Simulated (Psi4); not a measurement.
**BPH6 (SMILES [BH3-][PH3+]) at HF/cc-pVTZ (density fitting, sweep point 8)**

We compute energy and gradient of BPH6. 

The results are computed with Psi4 1.11.

6 further runs of the same task are left out: 6 set aside as unsound or not needed.

## 1. The structure to begin with

The species is BPH6 (8 atoms), meant as a singlet with charge 0. As SMILES, `[BH3-][PH3+]`. The shape is that of a PBE0-D4/def2-TZVP optimisation.

Bond lengths: B1–P2 1.910 Å, B1–H3 1.209 Å, B1–H4 1.209 Å, B1–H5 1.209 Å, P2–H6 1.408 Å, P2–H7 1.409 Å, P2–H8 1.408 Å. Some angles: B1–P2–H6 118.0°, B1–P2–H7 118.1°, B1–P2–H8 118.0°, P2–B1–H3 103.8°, P2–B1–H4 103.8°, P2–B1–H5 103.8°, H6–P2–H7 99.7°, H6–P2–H8 99.7°, H7–P2–H8 99.7°, H3–B1–H4 114.5°.

## 2. Energy and gradient at HF/cc-pVTZ (density fitting, sweep point 8)

job.inp reads:

```
memory 1600 MB

molecule mol {
  B     -0.556100     0.227200    -0.914000
  P      0.433900    -0.181600     0.667700
  H     -1.693400     0.343100    -0.520100
  H     -0.367800    -0.730200    -1.628000
  H     -0.055500     1.254200    -1.309900
  H      0.418800     0.755700     1.718800
  H      1.823100    -0.380300     0.547100
  H      0.089200    -1.345200     1.382600
  symmetry c1
}

set globals {
  basis cc-pVTZ
  reference rhf
  scf_type df
  guess sadno
}

energy_value, wavefunction = gradient("scf", return_wfn=True)
print_variables()
```

Run with:

```bash
$ psi4 -n 1 job.inp job.out
```

job.out:

```text
[...]
  Running in c1 symmetry.
[...]
  Nuclear repulsion =   59.544517156228110
[...]
  Multiplicity = 1
[...]
  Nalpha       = 13
  Nbeta        = 13
[...]
    Number of basis functions: 148
[...]
   @DF-RHF iter   1:  -368.07980662978775   -3.68080e+02   8.22260e-03 DIIS/ADIIS
[...]
   @DF-RHF iter  11:  -368.90437277477929   -5.91172e-12   2.56794e-09 DIIS
[...]
    Orbital Energies [Eh]
    ---------------------
    Doubly Occupied:
       1A    -80.003673     2A     -7.546820     3A     -7.527870
       4A     -5.441328     5A     -5.441328     6A     -5.440181
       7A     -0.923819     8A     -0.694403     9A     -0.585224
      10A     -0.585197    11A     -0.439093    12A     -0.437237
      13A     -0.437223
[...]
  @DF-RHF Final Energy:  -368.90437277477929
   => Energetics <=
    Nuclear Repulsion Energy =             59.5445171562281104
    One-Electron Energy =                -625.8909859817265442
    Two-Electron Energy =                 197.4420960507191012
    Total Energy =                       -368.9043727747792900
[...]
 Multipole Moments:
 ------------------------------------------------------------------------------------
     Multipole            Electronic (a.u.)      Nuclear  (a.u.)        Total (a.u.)
 ------------------------------------------------------------------------------------
 L = 1.  Multiply by 2.5417464519 to convert [e a0] to [Debye]
 Dipole X            :          1.1463962           -0.2562415            0.8901546
 Dipole Y            :         -0.4737774            0.1061634           -0.3676141
 Dipole Z            :          1.8305399           -0.4084037            1.4221361
 Magnitude           :                                                    1.7175525
[...]
  -Total Gradient:
     Atom            X                  Y                   Z
    ------   -----------------  -----------------  -----------------
       1        0.007591193281    -0.003165181538     0.012129211834
       2       -0.015432660389     0.006410623149    -0.024632488297
       3       -0.000597789107    -0.000119138544     0.001341953192
       4        0.000771079000    -0.001217413782     0.000191831937
       5        0.001108222924     0.000829015478     0.000520011678
       6        0.001059558590     0.002454180363     0.005036080229
       7        0.005471004496    -0.001084421646     0.001400987514
       8        0.000029391206    -0.004107663480     0.004012411915
[...]
```

It took 6.3 s on 1 thread of Intel Xeon Platinum 8259CL at 2.50GHz (Skylake/Cascade Lake), shared host; peak memory 0.35 GiB.

## 3. Summary of results

Level: HF/cc-pVTZ (density fitting, sweep point 8).

| quantity | value |
| --- | --- |
| total energy | -368.90437 Eh |
| dipole moment | 4.37 D |
| HOMO energy | -11.90 eV |
| LUMO energy | 3.11 eV |
| HOMO–LUMO gap | 15.01 eV |
| largest force on an atom | 1.531 eV/Å |

In words: The largest force is 1.53 eV/Å: the shape isn't a stationary point for this species at this level.
